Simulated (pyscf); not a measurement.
One four-centre exchange on the singlet surface with elements of a group swapped. ωB97M-D3(BJ)/def2-TZVP, kcal/mol, from the separated reactants. Single points on ωB97X-D3(BJ)/def2-SVP structures (PySCF, gas phase).

```json
[
 {"step": "O=V(OH)(OH)–OH + H₂ -> O=VH(OH)–OH + H₂O", "barrier": "38.5", "reaction energy": "+20.5", "imaginary mode (i cm⁻¹)": "1287"},
 {"step": "O=Nb(OH)(OH)–OH + H₂ -> O=NbH(OH)–OH + H₂O", "barrier": "[?]", "reaction energy": "[?]", "imaginary mode (i cm⁻¹)": "1169"}
]
```

Task: Complete the blanks.

Result: 
- O=Nb(OH)(OH)–OH + H₂ -> O=NbH(OH)–OH + H₂O, barrier: 33.2
- O=Nb(OH)(OH)–OH + H₂ -> O=NbH(OH)–OH + H₂O, reaction energy: +28.5

Row 1: On the product side the descent ends in a complex, 4.9 kcal/mol under the separated species and 20.9 kcal/mol under the saddle at ωB97X-D3(BJ)/def2-TZVP. Row 2: On the product side the descent ends in an adduct with a Nb–O contact, 12.8 kcal/mol under the separated species and 15.2 kcal/mol under the saddle at ωB97X-D3(BJ)/def2-TZVP. Each row is the saddle that its search found. Elements past Kr carry the def2 core potentials, without spin-orbit coupling.
